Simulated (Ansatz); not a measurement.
Born–Oppenheimer molecular dynamics of Cl2H2Si (5 atoms, charge 0, multiplicity 1). It starts from a relaxed structure.

The calculation used RKS PBE0/6-31G* (Ansatz).

```yaml
ensemble: NVT, Langevin thermostat
time_step: 1 fs
steps_asked: 166
set_temperature: 1000 K
friction: 0.02 /fs
seed: 995826
```

First frame:

```xyz
5
Properties=species:S:1:pos:R:3
Si -0.006 0.010 0.009
Cl 0.005 -0.008 2.060
H 1.395 0.049 -0.463
Cl -0.969 1.679 -0.695
H -0.739 -1.183 -0.463
```

(1) How far do the bonds stretch over the last three quarters of this one trajectory? (Pairs bonded in most of those frames.)

Answers

(1) 
| bond | mean (Å) | spread (Å) | shortest | longest |
| --- | --- | --- | --- | --- |
| Si1–Cl2 | 2.067 | 0.083 | 1.93 | 2.20 |
| Si1–H3 | 1.495 | 0.051 | 1.40 | 1.59 |
| Si1–Cl4 | 2.076 | 0.083 | 1.96 | 2.26 |
| Si1–H5 | 1.492 | 0.046 | 1.36 | 1.59 |

Mean temperature of the second half: 1033 K. A run of 0.17 ps of so small a system gives no equilibrium averages.

Time of the run: 5.7 min on 1 thread of Arm Neoverse V1, on a shared host, peak memory 0.11 GiB.
